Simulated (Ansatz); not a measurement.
Two isomers of C3H5NO: A = `CC1=C(O)N1`, B = `NC#CCO`.

Gas-phase electronic energies from Ansatz, PBE0-D4/def2-TZVP geometries. CCSD(T)/CBS is the MP2 limit (def2-TZVPP, def2-QZVPP) plus CCSD(T) − MP2 in def2-TZVPP, frozen cores. DFT in def2-TZVPP. B3LYP here is the variant with VWN-RPA as its local correlation; programs differ in this. One conformer a species, not always the lowest.

(1) Which is lower in electronic energy at CCSD(T)/CBS, and by how much? (An estimate is asked.)

(2) Give E(B) − E(A) in kcal/mol with B3LYP, CCSD(T)/def2-SVP, CCSD/def2-TZVPP, BLYP-D4, MP2/def2-TZVPP, HF/def2-TZVPP, LDA (SPW92). (An estimate is asked.)

(3) Does the order hold for the free energy at 298.15 K (harmonic terms from PBE0-D4)? (Best estimate.)

Largest T1 diagnostic: 0.012.

## Answers

(1) Ansatz gave: B, by 29.3 kcal/mol.

(2) The calculation gave: B3LYP -30.5, CCSD(T)/def2-SVP -27.5, CCSD/def2-TZVPP -30.6, BLYP-D4 -28.5, MP2/def2-TZVPP -29.4, HF/def2-TZVPP -37.3, LDA (SPW92) -23.9. None reverses the order clearly.

(3) Ansatz gave: Yes: G(B) − G(A) = -28.8 kcal/mol, for one conformer each.

Leaving LDA and LC-ωPBE aside and taking each functional with its dispersion term where it has one, the values, not all of them listed here, spread over 9.3 kcal/mol, from BHLYP-D4 to revPBE-D4. From BLYP to BHLYP (50 % exact exchange), in def2-TZVPP and without D4, E(B) − E(A) moves by −3.7 kcal/mol.
